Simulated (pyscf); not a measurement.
H₃C–SnH₃ + H₂S → CH₄ + HS–SnH₃, a four-centre exchange (singlet surface; C–Sn, H–S broken, C–H, S–Sn formed). PySCF, gas phase, ωB97X-D3(BJ)/def2-SVP geometries. Energies in kcal/mol from the separated reactants.

Small-basis levels: PySCF, no dispersion term, spherical d functions. 

**Question.** Quick MP2/6-31G*+LANL2DZ single points give ΔE‡ = 53.1 kcal/mol and ΔE = -19.0 kcal/mol. What does ωB97M-D3(BJ)/def2-TZVP give, and how far is the quick result from it?

**Answer.** ωB97M-D3(BJ)/def2-TZVP gives ΔE‡ = 44.8 kcal/mol and ΔE = -19.6 kcal/mol. MP2/6-31G*+LANL2DZ lies 8.3 kcal/mol over it in the barrier and 0.6 kcal/mol over it in the reaction energy, so on this step it does not hold to within 3.0 kcal/mol. ωB97M-D3(BJ)/def2-TZVP has limits of its own. One saddle was located; it need not be the lowest between these sides. In the def2 sets elements past Kr carry core potentials, without spin-orbit coupling.
